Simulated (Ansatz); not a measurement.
```xyz
5

C    -0.0097   -0.0501   -0.7208
N     0.0300   -0.1536    0.7186
H     0.0251    0.9118    1.1483
H     0.0198   -1.0526   -1.2478
H    -0.1043    0.8206   -1.2424
```

RHF on singlet CH₃N was run in several spherical basis sets with Ansatz (development build ahead of 0.2.0). Caution for RHF: no unrestricted run beside it, a lower state can exist.

Rank the basis sets by the total energy that they give, lowest first, with the distance from the lowest.
A. STO-3G
B. cc-pVDZ
C. def2-SVP
D. 6-31G

B (0.00 eV), D (1.44 eV), C (2.24 eV), A (32.95 eV).

Totals follow the description of the cores as much as that of the bonds, so this order isn't one of quality for chemistry.
